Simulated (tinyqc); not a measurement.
Inside a calculation. Method: Born-Oppenheimer dynamics on the RHF/sto-6g surface (energies and gradients from PySCF), for BH, spin multiplicity 1. One step of it, computed by the program tinyqc.

Problem. Velocity Verlet step 1. dt = 2 fs = 82.6827 atomic units; x' = x + v dt - g dt^2 / (2m); after the new gradient g', v' = v - (g + g') dt / (2m).

positions (bohr):
```
           x         y         z
1B  0.000000  0.000000  0.000000
2H  0.000000  0.000000  2.071140
```

velocities (bohr per atomic time unit):
```
               x             y             z
1B   0.000007464   0.000045120   0.000004026
2H  -0.000081536  -0.000492880  -0.000043974
```

gradient (hartree/bohr):
```
             x           y            z
1B  0.00000000  0.00000000   0.07877681
2H  0.00000000  0.00000000  -0.07877681
```

masses (electron masses): 1B 20068.735323, 2H 1837.152588

gradient after step 1 (hartree/bohr):
```
              x            y            z
1B  -0.00005099  -0.00030823   0.01543215
2H   0.00005099   0.00030823  -0.01543215
```

Give: positions after step 1; velocities after step 1.

Solution.

positions after step 1 (bohr):
```
          x        y        z
1B   0.0006   0.0037  -0.0131
2H  -0.0067  -0.0408   2.2141
```

velocities after step 1 (bohr per atomic time unit):
```
             x           y           z
1B   0.0000076   0.0000458  -0.0001900
2H  -0.0000827  -0.0004998   0.0020760
```
